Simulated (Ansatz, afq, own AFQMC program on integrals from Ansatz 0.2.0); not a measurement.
Two steps: Ansatz 0.2.0 writes the Fock matrix and Cholesky factors of the valence space, and afq projects on them the lowest state that overlaps trial and start.

```yaml
crystal:
  periodic: [false, false, false]
  atoms:
    - {symbol: Al, position_ang: [0.000000, -0.451085, -2.584700]}
    - {symbol: Ga, position_ang: [0.000000, 0.321015, 0.000000]}
    - {symbol: Al, position_ang: [0.000000, -0.451085, 2.584700]}
    - {symbol: H, position_ang: [0.000000, 1.944415, 0.000000]}
basis:
  gaussian: {orbitals: cc-pVDZ}
magnetization: {spin_polarized: false}
correlation: {method: ccsd_t, electrons: outside_noble_gas, hamiltonian_folder: ham}
```

```sh
$ ansatz run in.yaml --threads 1 --pin off --events-out ev --progress --plain --max-ram 1843MiB
```

afq runs on the folder ham with

```
--method phaseless --trial cisd --walkers 60 --populations 1 --least-time 40 --time-step 0.005 --steps-per-block 50 --equilibration-blocks 28 --max-blocks 300 --target-error 0.00038 --factor-cut 1e-05 --seed 3206 --release-times 0.24,0.51,0.99,1.62,2.4 --release-step 0.03 --release-every 4 --taylor-order 6
```

Times are imaginary, in 1/Eh. The walk had a cap of 797 s. Filled inner d shells are frozen with the cores.

Log:

```
orbitals 44  electrons 5 5  factors 344 of 730
reference energy -2407.55491927 Eh
CCSD correlation -0.19195768 Eh in 16 cycles, weight of the determinant in the CISD state 0.7957
energy of the start -2407.746877 Eh
 block  time / (1/Eh)  mean weight  energy / Eh
     1     0.250  1.0001  -2407.743078
     2     0.500  1.0004  -2407.742288
     3     0.750  0.9998  -2407.742384
     4     1.000  1.0005  -2407.743595
     5     1.250  0.9986  -2407.744741
     8     2.000  1.0017  -2407.747666
    17     4.250  0.9986  -2407.749647
    41    10.250  0.9995  -2407.748347
    65    16.250  0.9984  -2407.753737
    89    22.250  1.0012  -2407.747364
   113    28.250  0.9983  -2407.756914
   137    34.250  0.9998  -2407.757958
   161    40.250  0.9989  -2407.753213
   185    46.250  0.9982  -2407.750280
   209    52.250  1.0013  -2407.750731
   225    56.250  0.9997  -2407.762025
   233    58.250  0.9990  -2407.746615
   257    64.250  0.9989  -2407.758783
   281    70.250  0.9998  -2407.748592
   305    76.250  0.9998  -2407.754397
   321    80.250  1.0016  -2407.755303
blocks merged  error / Eh  count
     1  0.000247  300
     2  0.000320  150
     4  0.000373  75
     8  0.000472  37
    16  0.000555  18
    32  0.000635  9
released: time / (1/Eh)  energy / Eh  error  mean overlap
  0.24  -2407.753587  0.000510  1.0029
  0.51  -2407.754355  0.000535  1.0010
  0.99  -2407.754819  0.000603  0.9906
  1.62  -2407.754564  0.000463  1.0053
  2.40  -2407.754544  0.000601  1.0024
energy -2407.753676 +/- 0.000555 Eh
(rows thinned)
```

The run passed its tests (sampling time, drift between the halves within three errors, error under three times the target), which doesn't prove that it has relaxed.

Against this walk (error 15.1 meV) on the same determinant: CCSD(T) 13.1 meV higher (within the noise), CCSDT(Q) 49.0 meV lower. The error is statistical and leaves out the bias of the constraint. Released to 2.40 1/Eh the energy moves by -24 ± 22 meV (both errors), within twice the noise. CCSDT(Q) is the surest value here, so the walk's 49 meV above it is most likely the bias of the constraint with this trial, which can have either sign.

Cautions: constraint bias not in the error; error above the target (15.1 against 10.3 meV); no relativity below Rb; no spin-orbit coupling; inner d shell frozen; higher spins were not checked; restricted determinant unstable towards unrestricted (UHF 447 meV lower, ⟨S²⟩ 1.28); raised T1 diagnostic (T1 0.023, weight of the determinant 0.80, largest double 0.06); the bias of populations of 60 walkers isn't removed.

The walk took 5.3 min on 1 thread of Arm Neoverse V1, on a shared host. The log's last line is the phaseless energy.

CCSDT and higher add their correlation energy to the determinant of the CCSD(T) run, since their own runs factorise the integrals more tightly (a shift of under 2 meV). A walk keeps the symmetry of its determinant, which the program's search chose and which needn't be the lowest solution, so a lower state of the same spin and another symmetry isn't excluded.
